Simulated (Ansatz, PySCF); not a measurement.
Species: C3H6O2, net charge 0, singlet state. SMILES: O(C(=O)C)C
Geometry: optimised at B3LYP-D3(BJ)/def2-TZVP (Ansatz, a quantum-chemistry and plane-wave program).

B3LYP/6-31G* beside other levels, property by property. Conventions: atomisation electronic, to ground-state atoms; UHF or UKS for open shells; spin-orbit terms left out; frozen cores in correlated levels; non-relativistic; dispersion terms only where a functional's name holds one; six Cartesian d functions in 6-31G* and its kin unless marked 5d. CBS marks a two-point X^-3 extrapolation of the correlation energy; Hartree-Fock from the larger set. [CCSD(T)-MP2]/basis is that difference in the basis named. First-principles rows: single points at B3LYP-D3(BJ) geometries (Ansatz), with unscaled harmonic terms from B3LYP/6-31G* (Ansatz) at its own minima, enthalpies of formation by atomisation with measured atoms.

Measured values: Active Thermochemical Tables 1.112 (ions: stationary electron), as tabulated in the package chemicals; CRC Handbook, as tabulated in the package chemicals; G2/97 table in ASE (Curtiss et al.); CRC Handbook, as tabulated in the package chemicals; NIST CCCBDB, as tabulated in the package chemicals; they hold spin-orbit and core effects, anharmonicity and other conformers. Coupled cluster (Ansatz) is a level with limits of its own, used here on species with T1 under 0.025 (0.045 for open shells) and stable references: (a) RI-MP2/CBS(aug-cc-pVTZ,aug-cc-pVQZ)+[CCSD(T)-MP2]/aug-cc-pVTZ; (b) RI-MP2/CBS(cc-pVTZ,cc-pVQZ)+[CCSD(T)-MP2]/cc-pVTZ.

```json
[
 {"property": "enthalpy of formation at 298 K (kcal/mol)", "B3LYP/6-31G* (Ansatz)": "-93.5", "PBE/6-31G* (Ansatz)": "-132.1", "B3LYP/STO-3G (Ansatz)": "-213.3", "M06-2X/6-31G* (5d) (PySCF)": "-101.3", "to compare with": "-98.8 measured"},
 {"property": "atomisation energy (kcal/mol)", "B3LYP/6-31G* (Ansatz)": "1083.4", "PBE/6-31G* (Ansatz)": "1122.0", "B3LYP/STO-3G (Ansatz)": "1203.2", "M06-2X/6-31G* (5d) (PySCF)": "1091.2", "to compare with": "1086.7 coupled cluster (a)"},
 {"property": "C-C bond dissociation enthalpy at 298 K, to [CH3] (CH3) + CO[C]=O (kcal/mol)", "B3LYP/6-31G* (Ansatz)": "90.8", "PBE/6-31G* (Ansatz)": "94.2", "B3LYP/STO-3G (Ansatz)": "99.1", "M06-2X/6-31G* (5d) (PySCF)": "98.9", "to compare with": "95.1 coupled cluster (b)"},
 {"property": "C-O bond dissociation enthalpy at 298 K, to C[C]=O + C[O] (CH3O) (kcal/mol)", "B3LYP/6-31G* (Ansatz)": "94.1", "PBE/6-31G* (Ansatz)": "99.2", "B3LYP/STO-3G (Ansatz)": "93.4", "M06-2X/6-31G* (5d) (PySCF)": "104.5", "to compare with": "100.6 measured"},
 {"property": "size of the dipole moment (D)", "B3LYP/6-31G* (Ansatz)": "1.78", "PBE/6-31G* (Ansatz)": "1.73", "B3LYP/STO-3G (Ansatz)": "1.15", "M06-2X/6-31G* (5d) (PySCF)": "1.76", "to compare with": "1.72 measured"}
]
```

As the rows show:
- enthalpy of formation at 298 K: B3LYP/6-31G* lies 5.3 kcal/mol above the measured value.
- atomisation energy: B3LYP/6-31G* lies 3.3 kcal/mol below coupled cluster.
- C-C bond dissociation enthalpy at 298 K, to [CH3] (CH3) + CO[C]=O: B3LYP/6-31G* lies 4.3 kcal/mol below coupled cluster.
- C-O bond dissociation enthalpy at 298 K, to C[C]=O + C[O] (CH3O): B3LYP/6-31G* lies 6.5 kcal/mol below the measured value.
- size of the dipole moment: B3LYP/6-31G* lies 0.06 D above the measured value.

The properties are those with a value to compare with, at most eight drawn at random. No case is left out for the size of its miss. Left out are saddle points of the reference geometry, anions that the best level run finds unbound, excited spin states, species near biochemistry, 298 K rows of species without real B3LYP wavenumbers, cases with under five habitual levels, runs that failed or that the program found above a lower state of the same kind, table entries that another table contradicts, and a share of species set aside by lot.
